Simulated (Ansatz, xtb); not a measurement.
# Two structures of CH3BMg

Structure a: a singlet given by its coordinates. Structure b: a singlet given by its coordinates. Both are gas-phase species (loosely bound parts included), relaxed with B3LYP-D4/def2-TZVP.

a (Å):

```yaml
atoms:
  - { symbol: C, position_ang: [0.5743, 1.1187, -1.1736] }
  - { symbol: B, position_ang: [-0.2045, 0.0055, -1.4678] }
  - { symbol: Mg, position_ang: [-0.5934, -1.2107, 0.9970] }
  - { symbol: H, position_ang: [-0.8316, -0.8066, -2.0377] }
  - { symbol: H, position_ang: [0.8574, 1.7622, -2.0090] }
  - { symbol: H, position_ang: [0.9523, 1.4536, -0.2197] }
```

Close contacts (Å): C1–B2 1.39, B2–Mg3 2.78, C1–H5 1.09, C1–H6 1.08, B2–H4 1.17.

b (Å):

```xyz
6

C     0.0485    1.0505    0.0825
B    -1.1158    0.9227    0.7192
Mg    0.0874   -0.9718   -0.5000
H     0.9285    1.5383   -0.2905
H    -2.1352    0.6588    1.2346
H     0.3157   -2.5477   -1.0683
```

Close contacts (Å): C1–B2 1.33, C1–Mg3 2.10, B2–Mg3 2.55, C1–H4 1.07, B2–H5 1.17, Mg3–H6 1.69.

Problem. Which of the two would you expect CCSD(T)/def2-TZVPP electronic energies to favour?

Solution. Structure b; the calculation gives E(b) − E(a) = −41.6 kJ/mol.

Level by level:

```tsv
level	geometry	E(b) − E(a) (kJ/mol)	departure from the last row (kJ/mol)	job, with rough time for the two
B3LYP-D4/def2-TZVP	B3LYP-D4/def2-TZVP	−19.0	+22.6	optimisation, 29 s
HF/def2-TZVPP	B3LYP-D4/def2-TZVP	−33.6	+8.0	part of the CCSD(T) run
MP2/def2-TZVPP	B3LYP-D4/def2-TZVP	−57.2	−15.6	part of the CCSD(T) run
CCSD(T)/def2-TZVPP	B3LYP-D4/def2-TZVP	−41.6		single point, 18 s
```

None of the levels shown reverses the order. The largest departure from CCSD(T)/def2-TZVPP is that of B3LYP-D4/def2-TZVP, 22.6 kJ/mol. Levels run at GFN2-xTB geometries aren't shown.

With harmonic frequencies from B3LYP-D4/def2-TZVP (ideal gas, rigid rotor, one conformer each, 298.15 K, 1 atm): on the last row, ΔE + ΔZPE = −52.5 kJ/mol. A mode under 50 cm⁻¹ makes harmonic enthalpies and free energies unreliable, so none is given.

The correlated steps freeze 3 core orbitals; the last core shell of Mg is correlated, in a basis made for valence electrons. Codes used: Ansatz 0.2.0; the last row on 2 threads of Arm Neoverse V1 on a shared host.
